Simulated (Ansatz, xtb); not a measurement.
## Ranking isomers of BHP−

3 gas-phase structures of BHP−, found in a search over its isomers (lower ones may exist). Each was relaxed with GFN2-xTB:

A. the triplet with the links of `[B][PH-]`
B. `[BH-]#P`, a singlet
C. `[B][PH-]`, a singlet

Question: Make a reasoned guess at their ranking by r2SCAN-D4/def2-SVPD//GFN2-xTB single-point energy.

Answer: Calculated order at r2SCAN-D4/def2-SVPD//GFN2-xTB: B (0.000), C (2.019), A (2.849) eV.

Energies above the lowest of each column, in eV; the last columns are at r2SCAN-D4/def2-SVPD geometries (a dash: not run or not comparable):

```tsv
structure	GFN2-xTB	HF/STO-3G	r2SCAN-D4/def2-SVPD//GFN2-xTB	r2SCAN-D4/def2-SVPD	CCSD(T)/def2-TZVPPD
B	0.000	0.000	0.000	0.000	0.000
C	2.923	2.519	2.019	1.861	1.854
A	–	2.596	2.849	2.813	3.207
```

Every level run on B puts it lowest or level with the lowest. GFN2-xTB has no spin polarisation and isn't compared across spin states. Open shells are spin-unrestricted, some with notable spin contamination. Large T1 diagnostics make some coupled-cluster values less sure.

Programs: Ansatz 0.2.0, xtb 6.7.1.
